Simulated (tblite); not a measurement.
Input of a run (GFN2-xTB geometry optimisation, gas phase (tblite 0.8.0)), started from a force field or distance geometry:
```
{"job": {"kind": "relax", "xc": "GFN2-xTB", "basis": "xTB"}, "charge": 0, "multiplicity": 2}
C     -0.554900    -1.248400    -0.632400
C      0.008700     0.032700     0.020900
C     -0.877200     1.211000    -0.374200
C      1.434100     0.251300    -0.541500
C      0.022300    -0.200300     1.602600
O      0.506800     0.870400     2.204800
H     -0.594700    -1.144100    -1.726400
H      0.052200    -2.120600    -0.391800
H     -1.579800    -1.446500    -0.285800
H     -0.496600     2.168900    -0.010300
H     -0.967400     1.289700    -1.470000
H     -1.904200     1.091000     0.021600
H      1.874500     1.179400    -0.163400
H      1.424000     0.293500    -1.630600
H      2.096800    -0.570400    -0.245900
H     -1.009600    -0.496900     1.863100
H      0.558000    -1.148800     1.749400
```

Output (eV, eV/Å):
```
step      E/eV     max force
  0    -552.07800    1.552
  1    -552.15013    0.780
  2    -552.19050    0.498
  3    -552.20790    0.368
  4    -552.22248    0.409
  5    -552.23162    0.222
  6    -552.23674    0.225
  7    -552.24060    0.212
  8    -552.24544    0.297
  9    -552.24947    0.226
 10    -552.25191    0.129
 11    -552.25339    0.100
 12    -552.25486    0.121
 13    -552.25656    0.129
 14    -552.25815    0.114
 15    -552.25948    0.145
 16    -552.26068    0.129
 17    -552.26155    0.090
 18    -552.26193    0.038
 19    -552.26207    0.031
 20    -552.26217    0.033
 21    -552.26234    0.057
 22    -552.26260    0.064
 23    -552.26290    0.043
 24    -552.26317    0.039
 25    -552.26344    0.039
 26    -552.26378    0.064
 27    -552.26422    0.068
 28    -552.26466    0.040
 29    -552.26499    0.036
 30    -552.26525    0.042
 31    -552.26549    0.051
 32    -552.26569    0.035
 33    -552.26579    0.020
 34    -552.26584    0.016
 35    -552.26589    0.019
 36    -552.26594    0.019
 37    -552.26600    0.022
 38    -552.26607    0.022
 39    -552.26615    0.020
 40    -552.26624    0.026
 41    -552.26631    0.019
 42    -552.26635    0.013
 43    -552.26637    0.012
 44    -552.26640    0.012
 45    -552.26642    0.011
 46    -552.26644    0.006
```

Q: Summarise the run.

A: The energy falls by 4.3 kcal/mol over 46 L-BFGS steps, the largest force on an atom goes from 1.55 to 0.006 eV/Å, and the atoms move by 0.094 Å rms after alignment. The bond that changes most is C2–C5 (ends: carbon bonded to 4 C; carbon bonded to C, O and 2 H), which lengthens by 0.030 Å. Bonds longer at the end by more than 0.005 Å: 3 of 16; shorter: 11. Among the angles that change most is H16–C5–H17, from 101.1° to 110.3°. The energy never rose by more than 1e-5 eV on the way. The first step brought 38 % of the lowering.

Q: What are the final bond lengths?

A: C1–C2 1.520 Å, C2–C3 1.520 Å, C2–C4 1.520 Å, C2–C5 1.629 Å, C5–O6 1.298 Å, C1–H7 1.089 Å, C1–H8 1.088 Å, C1–H9 1.088 Å, C3–H10 1.087 Å, C3–H11 1.089 Å, C3–H12 1.088 Å, C4–H13 1.087 Å, C4–H14 1.089 Å, C4–H15 1.088 Å, C5–H16 1.110 Å, C5–H17 1.110 Å. Numbering counts from 1 in the input's order; the species is `CC(C)(C)C[O]` [radical].

On Arm Neoverse V2, one thread, no GPU, shared host with 96 logical CPUs at a one-minute load of 40, this took 0.18 s.

Its GFN2-xTB frequencies are all real (lowest 102 cm⁻¹).

Shape of the structure used: `[CH3:1][C:2]([CH3:3])([CH3:4])[CH2:5][O:6]`: C1–C2–C5–O6 180°.

The numbers are calculated, not measured.
